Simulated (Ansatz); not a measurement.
**Lattice parameter a of some cubic elemental metals**

Method: PBEsol-D3(BJ) (Ansatz, a program for electronic structure, plane waves, PAW). References are measured values corrected to a static lattice.

Values in Å.

```csv
solid,reference,PBEsol-D3(BJ),error (%)
bcc W,3.16,3.129,-0.98
fcc Ca,5.553¶,5.348,-3.69
fcc Ag,4.062,3.994,-1.67
bcc Mo,3.141,3.102,-1.24
bcc Ba,4.995¶,4.733,-5.25
fcc Cu,3.595¶,?,?
```

Estimate the withheld PBEsol-D3(BJ) value.

The errors of the other rows run from -5.25 % to -0.98 %, with a median of -1.67 %; carried to the reference 3.595 it gives 3.535 Å. The run gives 3.510 Å (-2.36 %), -0.71 % from the estimate; the row was drawn at random, and such an estimate is rough. Over these 6 solids the mean error is -2.53 %, the mean absolute error 2.53 % (median 2.02 %), and the worst case bcc Ba at -5.25 %; the value is below the reference in 6 of 6 cases.

All these references are brought to a static lattice.

Spin–orbit coupling is left out, also for the solids with elements from indium on (bcc W, bcc Ba); its size isn't shown.

¶ marks references of a special kind: fcc Ca, 5.553 Å (measured, low-temperature or extrapolated to 0 K; zero-point anharmonic expansion removed; as tabulated in Csonka et al. (2009), arXiv:0903.4037); bcc Ba, 4.995 Å (measured, low-temperature or extrapolated to 0 K; zero-point anharmonic expansion removed, our sources range from 4.995 to 5.004; as tabulated in Csonka et al. (2009), arXiv:0903.4037); fcc Cu, 3.595 Å (measured, low-temperature or extrapolated to 0 K; zero-point anharmonic expansion removed; as tabulated in Csonka et al. (2009), arXiv:0903.4037).

Differences are worked out from the printed values.

Ansatz's density-functional and Hartree–Fock values are scalar-relativistic unless marked +SOC, with PAW data made under PBE.

Ansatz's runs of these crystals have no spin polarisation.

Not in this set, of the elemental metals with a reference value in our tables and a result at some level: 19 for no value at PBEsol-D3(BJ) (not run, a failed fit, an unstable or unbound cell, or a value held back for tests); 19 for a reference at room or unstated temperature. These can be a level's best or worst cases. Solids without a released value at any level aren't counted. Layered and molecular crystals are counted apart. The metals Ce to Yb are counted apart.

References as tabulated in Mejia-Rodriguez and Trickey (2018), arXiv:1807.09216; Csonka et al. (2009), arXiv:0903.4037.
